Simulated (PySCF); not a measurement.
Compound: C₄H₇O (doublet state).
Z-matrix (Å and degrees, GFN2-xTB geometry), rows numbered from 1:
```
O 
C   1  1.3702
C   2  1.4427  1  123.62
C   3  1.5236  2  121.97  1   -35.31
C   4  1.4943  3   60.66  2   110.52
H   1  0.9642  2  108.80  3    -0.16
H   2  1.0715  1  113.54  3   179.94
H   3  1.0821  2  112.55  1   179.99
H   4  1.0807  3  118.09  5  -109.07
H   4  1.0786  3  117.72  5   108.81
H   5  1.0808  3  118.11  4   108.99
H   5  1.0788  3  117.72  4  -108.86
```

The hyperfine couplings belong to this conformer and change with its torsions.

The species is `O[CH]C1CC1` [radical].

Computed, not measured: UKS B3LYP, pcH-1 on C H O, non-relativistic, mean-field spin-orbit, GIAO (PySCF 2.14.0). Geometry: GFN2-xTB, one conformer, isolated molecule. The geometry wasn't refined by DFT: couplings that depend on bond lengths, twists or pyramidal angles can differ widely from those at the functional's own minimum. No stability test was run, so a lower SCF solution isn't excluded.

Largest spin populations (Mulliken): C2 (+0.86), O1 (+0.11), C3 (-0.09) and C5 (+0.09). C2 is the only atom above +0.15. The angles at C2 add up to 360.0°, so it is planar; its axial dipolar tensor and the negative coupling of its proton fit spin in a p orbital normal to that plane.

(1) McConnell's relation a(H) = Q·ρ ties the coupling of a proton on a planar π carbon to the spin population of that carbon. What Q do the computed values give?

## Answers

(1) 
```json
{"H": "H7", "C": "C2", "ρ(C)": "+0.864", "a(H) (G)": "-22.90", "a/ρ (G)": "-26.5"}
```

One proton gives one ratio, Q = -26.5 G, and no test of linearity. In McConnell's picture π spin on carbon polarises the C–H bond and leaves opposite spin at the proton, which makes Q negative, as found here.

Couplings in gauss use g_iso = 2.0031.
